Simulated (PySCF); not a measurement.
Exact simulation of a proton spin system

Molecule: trans-1,2-difluoroethene (F/C=C/F, C₂H₂F₂).

Cartesian coordinates in Å; atom numbers follow the order of the lines, from 1:
```xyz
6

F     1.3349   -1.1603   -0.0008
C     0.6632   -0.0070   -0.0231
C    -0.6556   -0.0022    0.0096
F    -1.3277    1.1503   -0.0153
H     1.2859    0.8772   -0.0699
H    -1.2776   -0.8870    0.0559
```

Method: coordinates at the PBE0-D3(BJ)/def2-TZVP level, NMR shieldings at B97-2/pcSseg-2/GIAO, J couplings at B3LYP/pcJ-2, in PySCF 2.14 (non-relativistic, one averaged value for each set of equivalent atoms, one computed conformer, in vacuum).

References, each an isolated molecule treated in the same way: TMS for ¹H (σ = 31.64 ppm).

Shifts (ppm): F1/F4 -191.5, H5/H6 7.54.
Couplings (Hz): F1–F4: -167.2; F1–H5, F4–H6: 83.6; F1–H6, F4–H5: 3.6; H5–H6: 10.7.

The 4-spin Hamiltonian (Zeeman plus full scalar coupling among like nuclei) was diagonalised exactly; lines are Lorentzian, 0.4 Hz wide, and the maxima above 3 % are listed with the tallest set to 100.

Q: Give the ¹H peak list of this spin system at 200 MHz.

A: 
δ in ppm (height): 7.758 (100), 7.588 (49), 7.583 (49), 7.497 (49), 7.492 (49), 7.322 (100)

Q: And at 500 MHz?

A: 
δ in ppm (height): 7.627 (100), 7.559 (49), 7.557 (49), 7.523 (49), 7.521 (49), 7.453 (100)
